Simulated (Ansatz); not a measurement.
Stepwise reaction of `[SH][Mg][SH]` with water, as a gas-phase model of exchange steps in deposition or etching. ΔE in kJ/mol; ΔG adds harmonic PBE0-D4 terms to CCSD(T)/CBS, at 1 bar.

Program: Ansatz. Geometries: PBE0-D4/def2-TZVP. ΔE: electronic, gas phase. CBS: MP2 limit from def2 TZ/QZ plus the TZ coupled-cluster correction, frozen cores. This one scheme is used for every species. Functionals use def2-TZVPP. B3LYP here is the variant with VWN-RPA as its local correlation; programs differ in this. For Mg outer-core shells are correlated without core-valence functions, which leaves a few kJ/mol of doubt a bond. One conformer a species, not always the lowest.

```
step                                     reaction  PBE-D4  B3LYP-D4  ωB97M-V  CCSD(T)/CBS  ΔG(400 K)
   1  `[SH][Mg][SH]` + H₂O → `[OH][Mg][SH]` + H₂S    20.4      11.5     13.4         14.6       -0.3
   2  `[OH][Mg][SH]` + H₂O → `[OH][Mg][OH]` + H₂S    21.1      13.5     16.3         17.2       10.0
```

By hand: ΔE of the 2 steps together at CCSD(T)/CBS.

(14.6) + (17.2) = 31.8 kJ/mol, or 15.9 kJ/mol a step.

In ΔE the steps differ by no more than 2.6 kJ/mol. All are uphill at CCSD(T)/CBS. ΔG lies between -0.3 and 10.0 kJ/mol a step. PBE-D4 differs from CCSD(T)/CBS by 3.9 to 5.8 kJ/mol a step. Isolated molecules leave out the surface, adducts and barriers. Largest T1 diagnostic: 0.011.
